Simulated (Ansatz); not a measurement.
## Molecular dynamics, step by step

LiH2O2 (charge +1), closed shell, PBE0-D4/def2-SVP (Ansatz 0.2.0). Settings (timestep in fs, temperature in K; T counts 9 degrees of freedom):

```yaml
hamiltonian: {xc: pbe0, dispersion: d4}
md: {n_steps: 60, timestep: 0.5, temperature: 500, ensemble: nvt_nose_hoover, seed: 167, initial_velocities: maxwell_boltzmann}
```

Start:

```
5
angstrom
Li -0.1861 0.0127 -1.6711
O -0.5178 0.4743 0.1767
O 0.5432 -0.4760 0.0513
H -1.0982 0.0876 0.8536
H 1.2589 -0.0986 0.5897
```

```
step  time (fs)  potential energy less the start (meV)  kinetic energy (meV)  T (K)
   0       0.00                                    0.0                 193.9    500
   4       2.00                                   67.1                 128.4    331
   8       4.00                                   73.7                 121.2    313
  12       6.00                                  108.4                  86.6    223
  16       8.00                                  111.0                  84.2    217
  20      10.00                                   76.2                 118.9    307
  24      12.00                                   95.2                 100.8    260
  28      14.00                                   48.1                 146.6    378
  32      16.00                                  131.9                  65.2    168
  36      18.00                                   92.0                 103.4    267
  40      20.00                                  142.1                  55.1    142
  44      22.00                                   89.5                 107.0    276
  48      24.00                                   90.0                 107.2    277
  52      26.00                                   95.0                 102.5    264
  56      28.00                                  115.3                  83.0    214
  60      30.00                                  156.8                  42.5    110
```

Step 4, positions (Å) and forces (eV/Å):

```tsv
atom	x	y	z	Fx	Fy	Fz
Li1	-0.180	0.005	-1.680	0.005	-0.008	0.033
O2	-0.514	0.473	0.179	-1.139	-0.736	1.673
O3	0.535	-0.465	0.050	0.712	-0.315	-0.077
H4	-1.110	0.052	0.898	1.030	0.957	-1.413
H5	1.295	-0.159	0.603	-0.608	0.102	-0.216
```

Step 32, positions (Å) and forces (eV/Å):

```
atom       x       y       z      Fx      Fy      Fz
 Li1  -0.138  -0.050  -1.727  -0.012   0.101   0.156
  O2  -0.519   0.478   0.236   1.117   1.464  -2.354
  O3   0.530  -0.448   0.007  -0.530  -0.059   0.342
  H4  -1.082   0.108   0.878  -1.441  -1.334   1.736
  H5   1.131  -0.199   0.717   0.867  -0.173   0.120
```

Step 56, positions (Å) and forces (eV/Å):

```csv
atom,x,y,z,Fx,Fy,Fz
Li1,-0.103,-0.080,-1.734,-0.033,0.090,0.155
O2,-0.539,0.510,0.259,0.270,-1.747,0.799
O3,0.528,-0.452,-0.005,-0.433,0.232,-0.232
H4,-1.120,-0.047,0.869,0.661,1.020,-0.801
H5,1.290,-0.282,0.590,-0.465,0.405,0.079
```

Last step (60):

```
atom    x (Å)    y (Å)    z (Å)
 Li1  -0.0978  -0.0828  -1.7315
  O2  -0.5366   0.5094   0.2603
  O3   0.5220  -0.4485  -0.0051
  H4  -1.1297  -0.0653   0.8655
  H5   1.3168  -0.2818   0.5619
```

The run took about 43 s on 2 CPU threads of an Intel Xeon Platinum 8488C (shared host).
